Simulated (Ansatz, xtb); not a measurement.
# Two structures of CH5OS+

Structure a is a singlet given by its coordinates and structure b is `C[SH+]O`, a singlet. Both are gas-phase species (loosely bound parts included), relaxed with BLYP-D3(BJ)/def2-SVP; the shapes shown needn't be the lowest conformers.

a (Å):

```yaml
atoms:
  - { symbol: C, position_ang: [-0.3183, 1.2639, 0.3313] }
  - { symbol: O, position_ang: [-0.9881, 1.1280, 1.4536] }
  - { symbol: S, position_ang: [-0.7268, -0.5436, -1.0262] }
  - { symbol: H, position_ang: [-1.8947, 1.5120, 1.4118] }
  - { symbol: H, position_ang: [0.7629, 1.0836, 0.4438] }
  - { symbol: H, position_ang: [-0.6355, 2.0199, -0.4104] }
  - { symbol: H, position_ang: [0.4047, -0.4251, -1.7908] }
  - { symbol: H, position_ang: [-0.1495, -1.4447, -0.1709] }
```

Close contacts (Å): C1–O2 1.31, C1–S3 2.30, C1–H5 1.10, C1–H6 1.11, O2–H4 0.99, S3–H7 1.37, S3–H8 1.37.

b (Å):

```xyz
8

C    -1.4514    0.4385    0.3114
O     0.8240    0.5998   -1.1078
S     0.2365    1.1269    0.3425
H    -2.0339    1.0698   -0.3847
H    -1.8436    0.5324    1.3451
H    -1.4065   -0.6160   -0.0178
H     0.8126    0.1752    1.1619
H     1.2940    1.3508   -1.5479
```

Energies in hartree; the thermal terms are from BLYP-D3(BJ)/def2-SVP harmonic frequencies (ideal gas, rigid rotor, one conformer each, 298.15 K, 1 atm) and include the zero-point energy:

```
                               a           b
E, CCSD(T)/def2-TZVP  −513.569616  −513.573083
   zero-point energy     0.058358     0.059895
        H(298 K) − E     0.064551     0.065652
        G(298 K) − E     0.030501     0.033058
```

Q: Work out ΔE, ΔE₀, ΔH and ΔG for a → b in kJ/mol (1 Eh = 2625.50 kJ/mol) and the equilibrium ratio [b]/[a].

A: 1. ΔE = −513.573083 − (−513.569616) = −0.003467 Eh = −9.10 kJ/mol.
2. ΔE₀ = ΔE + ΔZPE = −0.003467 + (+0.001537) Eh = −5.07 kJ/mol.
3. ΔH = ΔE + (+0.001101) Eh = −6.21 kJ/mol.
4. ΔG = ΔE + (+0.002557) Eh = −2.39 kJ/mol, so ΔS = (ΔH − ΔG)/T = −12.8 J/(mol K).
5. kT = 0.9442 mEh, so K = [b]/[a] = exp(−ΔG/kT) = exp(+0.96) ≈ 2.6.

The two are too close for this level to say which is favoured. An error of 4 kJ/mol in ΔG would change K by a factor of 5. BLYP-D3(BJ)/def2-SVP gave ΔE the other sign. Mirror images and further conformers aren't counted.

Other levels gave ΔE = +49.9 (BLYP-D3(BJ)/def2-SVP); −3.6 (HF/def2-TZVP); −16.7 (MP2/def2-TZVP) kJ/mol. The correlated steps freeze 7 core orbitals. Programs: Ansatz 0.2.0.
